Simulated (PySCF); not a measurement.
## Löwdin shares of the frontier orbitals

Compound: CO2.
Z-matrix (Å and degrees, PBE0-D3(BJ)/def2-TZVP geometry), rows numbered from 1:
```
O 
C   1  1.1568
O   2  1.1566  1  179.99
```

Method: PySCF 2.14.0, density-fitted response routines, TDDFT CAM-B3LYP/aug-cc-pVTZ, vertical, gas phase, core orbitals frozen in the response. Isolated species at its PBE0-D3(BJ)/def2-TZVP geometry, gas phase.

Kohn–Sham orbitals with the atoms that hold most of them (Löwdin shares over 4%, at most four atoms; ? is withheld):

| orbital | ε (eV) | atoms |
| --- | --- | --- |
| HOMO-3 | -16.42 | C2 38%, O3 31%, O1 31% |
| HOMO-2 | -16.40 | O1 44%, O3 44%, C2 13% |
| HOMO-1 | -12.20 | O1 43%, O3 42%, C2 15% |
| HOMO | -12.20 | O1 43%, O3 42%, C2 15% |
| LUMO | 0.27 | ? |
| LUMO+1 | 1.48 | C2 80%, O3 10%, O1 10% |
| LUMO+2 | 1.48 | C2 80%, O3 10%, O1 10% |

(1) Which atoms hold the LUMO, and with what shares?

Results:

(1) C2 (bonded to 2 O) 81%; O1 (bonded to C) 10%; O3 (bonded to C) 10%. By element: carbon 81%, oxygen 19%.

Within 0.005 eV of a neighbour in this list lie HOMO-1/HOMO and LUMO+1/LUMO+2 (point group found: D∞h).

Problem. How does S1 compare with the orbital gap of 12.48 eV?

Solution. S1 is at 8.78 eV (f = 0.0000), 3.70 eV below the gap, made of HOMO-1/HOMO→LUMO (≥92%). S1/S2 lie within about 0.01 eV of each other. Without the coupling terms of the response equations the lowest excitation would equal the gap.

Next come S2 at 8.78 eV (f 0.0000), HOMO-1/HOMO→LUMO (≥92%); S3 at 8.85 eV (f 0.0000), HOMO-1/HOMO→LUMO+4 (≥46%), HOMO-1/HOMO→LUMO+5 (≥46%); S4 at 9.14 eV (f 0.0000), HOMO-1/HOMO→LUMO+5 (≥46%), HOMO-1/HOMO→LUMO+4 (≥27%); S5 at 9.14 eV (f 0.0000), HOMO-1/HOMO→LUMO+4 (≥46%), HOMO-1/HOMO→LUMO+5 (≥27%).

Orbitals of the list HOMO-3 to LUMO+2 that lie within 0.01 eV of each other are written together with a slash and their weights summed (≥ marks a lower bound); for degenerate orbitals outside that list single weights are arbitrary.

Löwdin shares depend on the basis, the more so with diffuse functions.
